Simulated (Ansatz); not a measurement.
A run of Ansatz (development build ahead of 0.2.0) on singlet BNH6 at this shape:

```xyz
8

B     0.0214   -0.0316   -0.8753
N    -0.0076   -0.0103    0.7534
H     0.0592   -1.1526   -1.2031
H    -1.0558    0.5454   -1.2921
H     0.9555    0.5447   -1.2198
H     0.0627    0.9496    1.1183
H    -0.8932   -0.5151    1.0814
H     0.8056   -0.4521    1.0473
```

Its results:

* Converged: yes
* Reference energy: -81.58040 hartree
* Correlation energy: -0.10047 hartree
* Total energy: -81.68087 hartree
* Spin squared of the determinant: 0.000

(1) Which input gives this output? Name the method, the orbitals and the basis set, and write the input.

## Answers

(1) RHF-MP2 in STO-3G. An unrestricted run that stays on the closed shell gives the same numbers.

```yaml
crystal:
  periodic: [false, false, false]
  atoms:
    - { symbol: B, position_ang: [0.02135, -0.03155, -0.87531] }
    - { symbol: "N", position_ang: [-0.00756, -0.01028, 0.75343] }
    - { symbol: H, position_ang: [0.05915, -1.15257, -1.20313] }
    - { symbol: H, position_ang: [-1.05576, 0.54541, -1.29207] }
    - { symbol: H, position_ang: [0.95547, 0.54471, -1.21983] }
    - { symbol: H, position_ang: [0.06267, 0.94961, 1.11832] }
    - { symbol: H, position_ang: [-0.89323, -0.51507, 1.08139] }
    - { symbol: H, position_ang: [0.80557, -0.45205, 1.04734] }
basis:
  gaussian: { orbitals: STO-3G }
hamiltonian:
  xc: hf
correlation:
  method: mp2
  frozen_orbitals: { B: 1, H: 0, "N": 1 }
```
